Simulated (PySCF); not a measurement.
carbonyl sulfide (COS), SMILES O=C=S.

Geometry optimised at B3LYP-D3(BJ)/def2-TZVP.

Two levels are set side by side: TDA-PBE/def2-TZVPD (PySCF) and ADC(2)/aug-cc-pVDZ (PySCF). Vertical, same geometry; the bases differ. Differences are taken from unrounded values.

| quantity | ADC(2) | TDA-PBE | TDA-PBE minus ADC(2) |
|---|---|---|---|
| lowest singlet excitation (eV) | 6.02 | 5.55 | -0.47 |

A lower first singlet is the usual sign of a functional without exact exchange. Differences between two approximate levels are no errors against the true value.

Rough cost on one machine, each run with all the roots and properties that it gave: ADC(2) against TDA-PBE within a factor of 2.
